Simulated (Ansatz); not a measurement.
Breaking the C1–H4 bond in ethanol (SMILES CCO) (multiplicity 1 held, fragments rigid). Energies count from the point at 1.093 Å.
Geometry at that point (charge 0, multiplicity 1):
```xyz
9

C     -1.199     0.142     0.264
C      0.063    -0.429    -0.361
O      1.233     0.305    -0.012
H     -2.079    -0.415    -0.065
H     -1.326     1.189    -0.017
H     -1.157     0.083     1.355
H      0.176    -1.486    -0.090
H      0.006    -0.377    -1.449
H      1.330     0.289     0.946
```

Signs of static correlation in cc-pVDZ, with CASSCF(2,2), from Ansatz (a first-principles code) runs.

| R (Å) | T1 of restricted CCSD | ⟨S²⟩ of UHF | largest double amplitude of restricted CCSD | weight of the CASSCF reference in MRCISD | CASSCF natural occupations |
|---|---|---|---|---|---|
| 0.874 | 0.008 | 0.000 | 0.017 | 0.886 | 1.99 0.01 |
| 0.983 | 0.008 | 0.000 | 0.017 | 0.885 | 1.99 0.01 |
| 1.093 | 0.008 | 0.000 | 0.019 | 0.885 | 1.98 0.02 |
| 1.202 | 0.008 | 0.000 | 0.020 | 0.885 | 1.98 0.02 |
| 1.311 | 0.009 | 0.000 | 0.020 | 0.885 | 1.97 0.03 |
| 1.475 | 0.010 | 0.000 | 0.029 | 0.885 | 1.94 0.06 |
| 1.639 | 0.011 | 0.000 | 0.094 | 0.885 | 1.91 0.09 |
| 1.912 | 0.016 | 0.531 | 0.199 | 0.885 | 1.83 0.17 |
| 2.185 | ___ | 0.793 | ___ | 0.885 | 1.71 0.29 |
| 2.513 | 0.032 | 0.924 | 0.428 | 0.886 | 1.54 0.46 |
| 2.950 | 0.046 | 0.985 | 0.597 | 0.886 | 1.32 0.68 |
| 3.496 | 0.058 | 1.004 | 0.763 | 0.886 | 1.15 0.85 |

Question: Fill in the missing entries.

Answer: 
- 2.185, T1 of restricted CCSD: 0.022
- 2.185, largest double amplitude of restricted CCSD: 0.300

Doubts at one or more of the structures used: a restricted determinant that unrestricted orbitals would lower (R-CCSD(T)/cc-pVDZ); other coupled-cluster roots lie near (R-CCSD(T)/cc-pVDZ); T1 above 0.05 (R-CCSD(T)/cc-pVDZ, U-CCSD(T)/cc-pVDZ); a spin-contaminated determinant (U-CCSD(T)/cc-pVDZ).
